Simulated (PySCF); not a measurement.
Distances in Å between the heavy atoms of a computed structure (PBE0-D3(BJ)/def2-SVP; lower triangle, same order across):
```
C1    0.00
C2    1.38  0.00
C3    2.37  1.41  0.00
C4    2.64  2.37  1.38  0.00
C5    2.37  2.84  2.47  1.38  0.00
C6    1.38  2.47  2.84  2.37  1.41  0.00
```

Hydrogens: 1 on C2, 1 on C3, 1 on C5, 1 on C6.

Triplet state.

(1) Read off the bonds between heavy atoms and their formal orders.

(2) Write the SMILES.

(3) Which rings does it hold (smallest set)?

(4) Describe the place of each heavy atom.

Answers

(1) C1–C2 (aromatic); C2–C3 (aromatic); C3–C4 (aromatic); C4–C5 (aromatic); C5–C6 (aromatic); C1–C6 (aromatic). The orders are those of one drawing; other resonance forms can be drawn.

(2) `[c]1cc[c]cc1`, C6H4.

(3) C1–C2–C3–C4–C5–C6 (6 members, 0.00 Å rms from planarity).

(4) C1/C4: carbon bonded to 2 C; C2/C3/C5/C6: carbon bonded to 2 C and H.
